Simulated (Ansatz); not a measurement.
**Breaking a bond in CO2 (carbon dioxide)**

CO2: 3 atoms, total charge 0, spin state singlet. As SMILES, `O=C=O`. The shape is that of a GFN2-xTB optimisation.

| atom | x (Å) | y (Å) | z (Å) |
| --- | --- | --- | --- |
| O | 0.3674 | -1.0795 | 0.0872 |
| C | 0.0002 | 0.0001 | 0.0001 |
| O | -0.3675 | 1.0794 | -0.0873 |

The O1–C2 distance is scanned; the parts on either side stay rigid. Basis STO-3G, 3 core orbitals frozen in the correlated methods; program Ansatz 0.2.0. FCI is exact within this basis and core. Energies in eV from each method's value at 1.144 Å; methods without a U are spin-restricted. The shape above is that at 1.144 Å.

| distance (Å) | BLYP | revPBE | B3LYP | wB97X | B2PLYP | CCSDTQ | FCI |
| --- | --- | --- | --- | --- | --- | --- | --- |
| 1.144 | 0.00 | 0.00 | 0.00 | 0.00 | 0.00 | 0.00 | 0.00 |
| 1.430 | 0.40 | 0.50 | 0.79 | 1.03 | 0.79 | 0.64 | 0.65 |
| 1.716 | 3.11 | 3.35 | 3.60 | 3.99 | 3.83 | 3.31 | 3.31 |
| 2.287 | 6.63 | 6.98 | 6.57 | 6.58 | 6.24 | 5.05 | 5.05 |
| 2.859 | 7.55 | 7.87 | 7.20 | 7.08 | 6.66 | 5.07 | 5.06 |

Departure from the FCI curve at its largest: BLYP +2.49 eV at 2.86 Å; revPBE +2.81 eV at 2.86 Å; B3LYP +2.14 eV at 2.86 Å; wB97X +2.02 eV at 2.86 Å; B2PLYP +1.59 eV at 2.86 Å; CCSDTQ -0.01 eV at 1.43 Å. Restricted functionals keep the electrons paired too, and rise too high.
